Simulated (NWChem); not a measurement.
## Correlation energy of dimethylamine (C2H7N)

SMILES: CNC
```xyz
10

C      0.0184     0.2167    -1.2073
N     -0.1400    -0.5514     0.0000
C      0.0184     0.2167     1.2073
H      0.9861     0.7624    -1.2886
H     -0.7815     0.9733    -1.2786
H     -0.0754    -0.4361    -2.0886
H      0.5011    -1.3400     0.0000
H      0.9861     0.7624     1.2886
H     -0.0754    -0.4361     2.0886
H     -0.7815     0.9733     1.2786
```
Charge 0, spin multiplicity 1.

The numbers come from NWChem runs, not from measurements. The geometry was optimised at PBE0/def2-SVP, a minimum by its harmonic frequencies.

Basis set: cc-pVDZ. Each correlation energy counts from its own Hartree-Fock reference.

The correlated methods keep 3 core orbitals frozen. Coupled-cluster values serve here as a point of comparison, not as the truth.

For the correlation energy, RI-MP2 gives -467.7 mHa and MP2 gives -467.7 mHa. What do SCS-MP2, CR-CCSD[T], CR-CCSD(T) give?

SCS-MP2: -469.4 mHa; CR-CCSD[T]: -522.4 mHa; CR-CCSD(T): -522.2 mHa.
